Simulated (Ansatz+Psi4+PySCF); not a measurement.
## triplet O₂: levels of theory in one basis

```xyz
2

O     0.0000    0.0000    0.7476
O     0.0000    0.0000   -0.7476
```

Basis set: cc-pVTZ (spherical functions). Frozen core: 2 orbitals. Correlation on ROHF uses semicanonical orbitals with singles. Charge 0, multiplicity 3.

Computed with Ansatz (development build ahead of 0.2.0); each method stands on the lowest determinant of its kind that the runs found.

| method | E − E(ROHF) (eV) | <S²> of the determinant |
| --- | --- | --- |
| ROHF | 0.00 | 2.00 |
| UHF | -0.33 | 2.07 |
| ROHF-MP2 | -11.16 | – |
| UHF-MP2 | -11.03 | 2.07 |
| ROHF-CCSD | -12.37 | – |
| UHF-CCSD | -12.38 | 2.07 |
| ROHF-CCSD(T) | -13.09 | – |
| UHF-CCSD(T) | -13.10 | 2.07 |
| ROHF-CCSDT | -13.15 | – |

(1) Is a single determinant a sound starting point here?

Answers

(1) It is doubtful. Unrestricted orbitals gain 0.33 eV with <S²> 2.07 against 2.00 for a pure state, but the cluster amplitudes or the share of triples are large.

Caution: the determinant breaks the point group. Caution for ROHF-MP2, UHF-MP2, ROHF-CCSD, UHF-CCSD, ROHF-CCSD(T), UHF-CCSD(T), ROHF-CCSDT: large amplitudes, a single reference is doubtful. Caution for ROHF-MP2, UHF-MP2, ROHF-CCSD(T): another reference gives a lower total.
